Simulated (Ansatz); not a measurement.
System: bcc Rb. Method: HSE06 (PAW; Ansatz, a quantum-chemistry and plane-wave program).

Settings: plane-wave cutoff 460 eV, 8×8×8 k mesh, Fermi–Dirac smearing 0.05 eV, scalar-relativistic PAW data made under PBE.

Cell (relaxed at this level):

```cif
data_Rb2
_chemical_formula_sum 'Rb2'
_space_group_name_H-M_alt 'Im-3m'
_space_group_IT_number 229
_space_group_name_Hall '-I 4 2 3'
_cell_length_a 5.72788
_cell_length_b 5.72788
_cell_length_c 5.72788
_cell_angle_alpha 90.000
_cell_angle_beta 90.000
_cell_angle_gamma 90.000
loop_
_atom_site_label
_atom_site_type_symbol
_atom_site_symmetry_multiplicity
_atom_site_Wyckoff_symbol
_atom_site_fract_x
_atom_site_fract_y
_atom_site_fract_z
_atom_site_occupancy
Rb1 Rb 2 a 0.00000 0.00000 0.00000 1
```
(The calculation used a cell of 1 atom; values per cell refer to that cell.)

Task: Estimate the bulk modulus and pressure derivative B′ of the bulk modulus that the calculation returns.

Result: 
bulk modulus: 2.70 GPa
pressure derivative B′ of the bulk modulus: 3.8

Measured, for comparison: bulk modulus 2.92 GPa (corrected for temperature and zero-point phonon effects, our sources range from 2.92 to 3.60; as tabulated in Levämäki et al. (2014), arXiv:1402.3671). Computed (rounded) less measured: bulk modulus not scored (sources differ).

The computed numbers hold no vibrational or temperature effects.

The result took around 17 core-minutes (rough).
